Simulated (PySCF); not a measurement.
**Converging CCl⁺ in the basis (r²SCAN)**

PySCF, UKS reference; singlet, unpaired electrons none; De to C⁺ + Cl without counterpoise correction.

| basis | relativity | functions | Re (Å) | ωe (cm⁻¹) | De (eV) | μ (D) |
| --- | --- | --- | --- | --- | --- | --- |
| cc-pVDZ/cc-pV(D+d)Z | no relativity | 37 | 1.551 | 1190 | 6.87 | 0.05 |
| aug-cc-pVDZ/aug-cc-pV(D+d)Z | no relativity | 55 | 1.554 | 1178 | 6.90 | 0.16 |
| def2-TZVPPD | no relativity | 88 | 1.543 | 1175 | 6.98 | 0.23 |

Question: How does each smaller set differ from the one with most functions, def2-TZVPPD?

Answer: cc-pVDZ/cc-pV(D+d)Z: +0.8 pm, +1.3 % in ωe, -0.11 eV in De; aug-cc-pVDZ/aug-cc-pV(D+d)Z: +1.1 pm, +0.3 % in ωe, -0.08 eV in De. All at r²SCAN; the set with most functions is neither the basis-set limit nor always the best.

A positive dipole points towards Cl; it is taken about the centre of mass and depends on that origin. For an ion De counts to the pair picked by the measured ionisation energies or electron affinities, which need not be the lowest pair at this level.
